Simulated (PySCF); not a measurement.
```xyz
4

N     0.0000    0.0000    0.0000
O     1.2400    0.0000    0.0000
O    -0.6200    1.0739    0.0000
O    -0.6200   -1.0739    0.0000
```

Basis set: cc-pVTZ (spherical functions). Correlated methods keep 4 orbitals frozen. Charge 1, multiplicity 1.

Starred EOM-CCSD(T)(a) on the restricted Hartree–Fock determinant with PySCF 2.14.0; the energies are vertical.

The solver was asked for the few lowest roots only. Give the electron affinities of singlet NO₃(+) among them whose weight of singles is over 0.7 (positive where the electron binds).

```json
{"root": "1", "energy (eV)": "12.40", "weight of singles": "0.96"}
{"root": "2", "energy (eV)": "7.97", "weight of singles": "0.96"}
```

Higher main lines weren't sought. Caution: large amplitudes, a single reference is doubtful.
